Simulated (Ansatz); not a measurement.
Cobalt, hcp: convergence with Fermi-Dirac smearing

Computed with Ansatz, r²SCAN, scalar-relativistic PAW, on the relaxed cell (a = 2.472 Å, c = 4.027 Å (c/a = 1.629); ferromagnetic, net 1.75 μB per atom). Errors count from a run at 500 eV on a Γ-centred 24×24×13 mesh with Fermi-Dirac smearing of 0.05 eV, extrapolated to zero width. Fixed here: cutoff 500 eV, mesh 15×15×8.

| width (eV) | E(σ→0) error (meV/atom) | F error (meV/atom) | P (GPa) | sphere moment (μB) | SCF iterations |
| --- | --- | --- | --- | --- | --- |
| 0.01 | 1.7 | 1.5 | -1.83 | 1.84 | 16 |
| 0.03 | 1.7 | 0.4 | -1.63 | 1.85 | 16 |
| 0.1 | 1.5 | -12.3 | -0.79 | 1.87 | 18 |
| 0.2 | 4.0 | -55.0 | 0.48 | 1.88 | 17 |
| 0.3 | 13.0 | -132.5 | 2.07 | 1.87 | 17 |
| 0.6 | 93.7 | -630.1 | 6.57 | 1.51 | 18 |

Task: What does the run at 1.0 give (width)?

Result: E(σ→0) error (meV/atom): 41.9; F error (meV/atom): -1999.6; P (GPa): 16.02; sphere moment (μB): 0.00; SCF iterations: 25.
